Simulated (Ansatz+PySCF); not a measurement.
Values are calculated unless marked as measured or tabulated.
## PySCF 2.14.0 run

```python
from pyscf import gto, scf

mol = gto.M(atom="""
C 0.000000 0.000000 -1.412390
C 0.000000 0.000000 0.000000
C 0.000000 0.000000 1.412390
H 0.000000 -1.011730 -2.024900
H 0.000000 1.011730 -2.024900
H -1.011730 0.000000 2.024900
H 1.011730 0.000000 2.024900
""", basis='def2-svp', charge=0, spin=0)
mf = scf.UHF(mol)
mf.kernel()
print(mf.converged, mf.e_tot, mf.spin_square()[0])
```

The script is written out from the run's settings.

Results

- Converged: yes
- Total energy: -115.72428 hartree
- Spin squared of the determinant: 0.000
- Cycles: 13

This is not the lowest solution: another run reaches a determinant 0.28 eV lower.
